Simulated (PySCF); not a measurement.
Molecule: `FC(CF)F`, C2H3F3.

Geometry:
```json
{"atom": "F1", "x (Å)": "1.239", "y (Å)": "-0.461", "z (Å)": "1.184"}
{"atom": "C2", "x (Å)": "0.543", "y (Å)": "0.394", "z (Å)": "0.383"}
{"atom": "C3", "x (Å)": "-0.555", "y (Å)": "-0.358", "z (Å)": "-0.331"}
{"atom": "F4", "x (Å)": "-1.307", "y (Å)": "0.534", "z (Å)": "-1.013"}
{"atom": "F5", "x (Å)": "-0.027", "y (Å)": "-1.229", "z (Å)": "-1.212"}
{"atom": "H6", "x (Å)": "1.214", "y (Å)": "0.840", "z (Å)": "-0.370"}
{"atom": "H7", "x (Å)": "0.093", "y (Å)": "1.197", "z (Å)": "0.991"}
{"atom": "H8", "x (Å)": "-1.201", "y (Å)": "-0.917", "z (Å)": "0.368"}
```

Geometry PBE0-D3(BJ)/def2-SVP throughout; GIAO in PySCF, gas phase, one conformer, non-relativistic; equivalent atoms averaged; functional PBE0.

For orientation, cc-pVDZ gives these shifts δ (against CFCl3, TMS at the same level): F4/F5 -134.5, F1 -241.0, C3 112.4, C2 79.8, H8 5.65, H6/H7 4.10 ppm.

A run gave: F4/F5 -155.1, F1 -285.3, C3 127.4, C2 89.0, H8 6.53, H6/H7 4.93 ppm (shifts δ (against CFCl3, TMS at the same level)).

**Question.** Which basis set was used in that run?
A. IGLO-III
B. 6-31G
C. pcSseg-0
D. def2-TZVP

**Answer.** C. C3 tells them apart best: pcSseg-0 gives 127.4, 6-31G gives 113.0, IGLO-III gives 118.8, def2-TZVP gives 117.5 ppm.
